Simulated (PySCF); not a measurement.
## CN, SMILES `[C]#N` (charge 0, multiplicity 2)

Calculation: M06-2X/def2-TZVP // B3LYP-D3(BJ)/def2-TZVP (PySCF).

```json
{
 "highest_occupied_spin_orbital": "-12.07 eV",
 "dipole_moment": "0.382 e·Å",
 "total_energy": "-92.7115 Ha",
 "cost": "roughly 25 core-seconds"
}
```

```xyz
2

C      0.5811     0.0000     0.0000
N     -0.5811     0.0000     0.0000
```
Charge 0, spin multiplicity 2.
